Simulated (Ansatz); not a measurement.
Two structures, one formula

Two relaxed structures of CH₆AlSi (charge -1), singlet (PBE0-D4/def2-TZVPD; forces vanish, vibrations not checked).

A:

```xyz
9
angstrom
C -1.1404 1.0152 -1.4569
Al 0.0587 1.0007 -0.0714
Si 0.7113 -1.1500 0.9796
H -1.5954 0.1065 -1.8554
H -1.4868 1.9095 -1.9789
H 0.7952 2.2788 0.6026
H 2.1797 -1.4980 0.9336
H 0.0599 -2.3732 0.3926
H 0.4178 -1.2895 2.4541
```

B:

```
9
angstrom
C -1.1285 1.2254 -1.3848
Al 0.0622 0.8258 0.1745
Si 0.8281 -1.3396 0.7628
H -1.6161 0.3292 -1.7809
H -0.5715 1.6976 -2.2040
H 0.7915 2.2150 0.6368
H -1.9154 1.9333 -1.0934
H -0.4001 -2.2354 0.7021
H 1.0946 -1.3051 2.2586
```

Ansatz 0.2.0; basis: def2-TZVPPD; cores frozen in the correlated methods. B3LYP uses VWN-RPA correlation.

Problem. Which structure is lower at CCSD(T), and by how much? (Judge from chemistry; the value comes from the calculation.)

Solution. Computed: B, by 0.511 eV (electronic energy, against the other). By their contacts, A is CH₆AlSi ([CH2][AlH][SiH3]), total charge -1 and B is CH₆AlSi ([CH3][AlH][SiH2]), total charge -1.

All methods give the same order:

```tsv
method	E(B) − E(A) (eV)
PBE-D4	-0.600
r2SCAN-D4	-0.564
PBE0-D4	-0.633
B3LYP-D4	-0.526
wB97M-V	-0.546
HF	-0.514
MP2	-0.479
CCSD	-0.528
CCSD(T)	-0.511
```

T1 diagnostic: at most 0.018. The restricted Hartree–Fock reference is unstable towards an unrestricted one at one or more of these structures.

Labels in which every atom is bracketed show which atoms are joined, not bond orders.

For scale, one of the runs: CCSD(T)/def2-TZVPPD, 235 basis functions, launched by `ansatz run in.yaml --threads 2 --pin off --events-out ev --progress --plain --max-ram 4352MiB`. Time: 99 s of wall clock on 2 CPU threads of an Arm Neoverse V1; the host was shared. Peak host memory: 3.9 GiB.
